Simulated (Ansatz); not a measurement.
Molecule: lithium fluoride, LiF, net charge 0, singlet state. 
Geometry from a B3LYP-D3(BJ)/def2-TZVP (Ansatz, a quantum-chemistry and plane-wave program) optimisation:
```xyz
2

Li     0.0000     0.0000    -1.1712
F      0.0000     0.0000     0.3904
```
Charge 0, spin multiplicity 1.

Basis-set convergence of Hartree-Fock and MP2 correlation energies (hartree) with Ansatz. Valence correlation only, unless marked. No spin-orbit coupling. No relativistic terms.

```csv
basis,functions,E(HF),"E(corr, MP2)"
def2-SVP,23,-106.84896,-0.20142
def2-TZVPP,50,-106.98564,-0.27450
def2-QZVPP,92,-106.99176,-0.30278
```

Extrapolating the two largest sets (X = 3 and 4) as X^-3: E(corr) = (64·(-0.30278) - 27·(-0.27450))/37 = -0.3234 Eh, an estimate of the basis-set limit. The largest set recovers 93.6 % of it, the smallest 62.3 %.
